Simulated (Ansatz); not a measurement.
# C3H7FO: a ladder of functionals and wavefunction methods

How much do the methods differ for C3H7FO? The plan is to run it at one geometry with functionals of several rungs and with coupled cluster. The yardstick is the atomisation energy at the CCSD(T) limit.

Method: functionals in def2-TZVPP, the program's frozen cores in correlated methods; program: Ansatz 0.2.0, Gaussian basis.

The runs, in order: LDA (SPW92), PBE-D4, revPBE-D4, BLYP-D4, r2SCAN-D4, B97M-V, PBE0-D4, B3LYP-D4, r2SCANh-D4, r2SCAN0-D4, HSE06-D4, BHLYP-D4, CAM-B3LYP-D4, LC-ωPBE, ωB97X-V, ωB97M-V, B2PLYP, PBE-QIDH; CCSD(T)/def2-SVP; CCSD(T)/def2-TZVPP; MP2/def2-QZVPP; extrapolation to the limit; RPA on PBE.

## Step 1: The geometry

The geometry comes from an earlier relaxation with PBE0-D4 in a triple-zeta def2 set; it is a stationary point, not always the lowest conformer.

SMILES `COCCF`, 12 atoms, charge 0, spin multiplicity 1.

Atoms are counted from 1 here; the program's logs count them from 0.

Bond lengths: C1–O2 1.408 Å, C1–H6 1.090 Å, C1–H7 1.098 Å, C1–H8 1.094 Å, O2–C3 1.400 Å, C3–C4 1.507 Å, C3–H9 1.101 Å, C3–H10 1.095 Å, C4–F5 1.386 Å, C4–H11 1.094 Å, C4–H12 1.095 Å. Angles: O2–C1–H6 106.9°, O2–C1–H7 111.0°, O2–C1–H8 112.3°, H6–C1–H7 108.8°, H6–C1–H8 109.2°, H7–C1–H8 108.4°, C1–O2–C3 114.6°, O2–C3–C4 114.7°, O2–C3–H9 111.0°, O2–C3–H10 106.4°, C4–C3–H9 109.2°, C4–C3–H10 107.5°, H9–C3–H10 107.8°, C3–C4–F5 111.5°, C3–C4–H11 110.5°, C3–C4–H12 109.9°, F5–C4–H11 107.8°, F5–C4–H12 107.6° and more.

## Step 2: LDA

This LDA is Slater exchange with PW92 correlation.

File in.yaml:

```yaml
crystal:
  periodic: [false, false, false]
  atoms:
    - {symbol: C, position_ang: [-0.933752, 1.106399, 0.839496]}
    - {symbol: O, position_ang: [0.040190, 0.141833, 1.160064]}
    - {symbol: C, position_ang: [0.897774, -0.193079, 0.105218]}
    - {symbol: C, position_ang: [0.318246, -1.162306, -0.892572]}
    - {symbol: F, position_ang: [-0.607779, -0.546390, -1.720340]}
    - {symbol: H, position_ang: [-1.426006, 1.381525, 1.772615]}
    - {symbol: H, position_ang: [-0.472356, 2.002953, 0.403909]}
    - {symbol: H, position_ang: [-1.680923, 0.725199, 0.136569]}
    - {symbol: H, position_ang: [1.242669, 0.708489, -0.423452]}
    - {symbol: H, position_ang: [1.772436, -0.671631, 0.558149]}
    - {symbol: H, position_ang: [-0.188117, -1.984028, -0.377694]}
    - {symbol: H, position_ang: [1.114617, -1.564266, -1.527963]}
basis:
  gaussian: {orbitals: def2-TZVPP}
hamiltonian: {xc: lda}
output: {orbitals: {seedname: orbitals}}
```

Started as:

```sh
$ ansatz run in.yaml --threads 4 --pin off --events-out ev --progress --plain --max-ram 10444MiB
```

Further steps of the session: PBE-D4 (GGA); revPBE-D4 (GGA); BLYP-D4 (GGA); r2SCAN-D4 (meta-GGA); B97M-V (meta-GGA); PBE0-D4 (hybrid); B3LYP-D4 (hybrid); r2SCANh-D4 (hybrid); r2SCAN0-D4 (hybrid); HSE06-D4 (hybrid); BHLYP-D4 (hybrid); CAM-B3LYP-D4 (range-separated); LC-ωPBE (range-separated); ωB97X-V (range-separated); ωB97M-V (range-separated); B2PLYP (double hybrid); PBE-QIDH (double hybrid); CCSD(T) in def2-SVP; CCSD(T) in def2-TZVPP; MP2 in def2-QZVPP; RPA on PBE orbitals.

**Question.** What will the summary of the whole plan be? Wanted: atomisation energy, CCSD(T)/CBS; farthest beyond LDA; mean size of error, GGA; mean size of error, meta-GGA; mean size of error, hybrid; mean size of error, range-separated; mean size of error, double hybrid; gap, smallest and largest; T1 diagnostic.

The runs gave:

| quantity | value |
| --- | --- |
| atomisation energy, CCSD(T)/CBS | 4608.9 kJ/mol |
| functionals within 23.0 kJ/mol (0.5 %) | revPBE-D4, BLYP-D4, r2SCAN-D4, B97M-V, PBE0-D4, B3LYP-D4, HSE06-D4, LC-ωPBE, ωB97X-V, ωB97M-V |
| farthest beyond LDA | BHLYP-D4 (-149.5 kJ/mol) |
| mean size of error, GGA | 41.3 kJ/mol |
| mean size of error, meta-GGA | 6.2 kJ/mol |
| mean size of error, hybrid | 45.8 kJ/mol |
| mean size of error, range-separated | 12.6 kJ/mol |
| mean size of error, double hybrid | 36.4 kJ/mol |
| gap, smallest and largest | 6.46 eV (BLYP-D4), 13.85 eV (LC-ωPBE) |
| T1 diagnostic | 0.0105 |
| triples share of the correlation energy | 3.4 % |

The LDA atomisation energy is off by 719.6 kJ/mol (16 %): it overbinds. PBE-D4 misses by +110.7 kJ/mol. Double hybrids carry the basis error of their MP2 part in triple zeta, and no dispersion term here, so their miss is partly the set-up's. The rungs meta-GGA, range-separated miss on average by less than the doubt on the reference (23.0 kJ/mol), so they tie. The reference freezes the cores and leaves out relativity and excitations past (T), so misses under about 23.0 kJ/mol can't be ranked. Hartree-Fock recovers 73 % of the binding; the rest is correlation. CCSD(T) in def2-SVP is off by -205.3 kJ/mol, so the small basis spoils what the method gains. The gap grows from 6.5 to 13.9 eV across the functionals, mostly with the share of exact exchange.
